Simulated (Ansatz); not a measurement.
# HNO: how energies converge with the basis set

An exercise on one series of results from a longer session: the logs are not shown, and one member is left open.

Method: one geometry, several basis sets; program: Ansatz 0.2.0, Gaussian basis.

Plan: PBE0-D4/def2-SVP; ωB97M-V/def2-SVP; PBE0-D4/def2-QZVPP; ωB97M-V/def2-QZVPP; CCSD(T)/cc-pV(D+d)Z; CCSD(T)/cc-pV(T+d)Z; CCSD(T)/cc-pV(Q+d)Z; the functionals' def2-TZVPP values are taken from earlier runs.

### Structure used throughout

An earlier PBE0-D4 in a triple-zeta def2 set relaxation fixed the geometry.

SMILES `N=O`, 3 atoms, charge 0, spin multiplicity 1.

Atoms are counted from 1 here; the program's logs count them from 0.

Bond lengths: N1–O2 1.190 Å, N1–H3 1.063 Å. Angles: O2–N1–H3 108.9°.

Set-up of the first run:

in.yaml reads:

```yaml
crystal:
  periodic: [false, false, false]
  atoms:
    - {symbol: N, position_ang: [-0.283678, 0.312818, -0.117145]}
    - {symbol: O, position_ang: [0.755339, 0.397115, 0.456507]}
    - {symbol: H, position_ang: [-0.471661, -0.709923, -0.339372]}
basis:
  gaussian: {orbitals: def2-SVP}
hamiltonian: {xc: pbe0, dispersion: d4}
output: {orbitals: {seedname: orbitals}}
```

On the command line:

```sh
$ ansatz run in.yaml --threads 2 --pin off --events-out ev --progress --plain --max-ram 20480MiB --backend cpu
```

Steps of the session up to this table: PBE0-D4 in def2-SVP; ωB97M-V in def2-SVP; PBE0-D4 in def2-QZVPP; ωB97M-V in def2-QZVPP.

One of the session's tables, all rows but one given; the rest of the session is left out.

| functional | basis | HOMO (eV) | LUMO (eV) |
| --- | --- | --- | --- |
| PBE0-D4 | def2-SVP | -6.79 | -2.50 |
| PBE0-D4 | def2-TZVPP | ? | ? |
| PBE0-D4 | def2-QZVPP | -7.09 | -2.79 |
| ωB97M-V | def2-SVP | -9.24 | 0.22 |
| ωB97M-V | def2-TZVPP | -9.53 | -0.11 |
| ωB97M-V | def2-QZVPP | -9.57 | -0.19 |

Estimate the missing values for PBE0-D4, def2-TZVPP.

**Answer.** HOMO (eV): -7.05; LUMO (eV): -2.74. In the column «HOMO (eV)» it lies between PBE0-D4, def2-QZVPP (-7.09) and PBE0-D4, def2-SVP (-6.79).
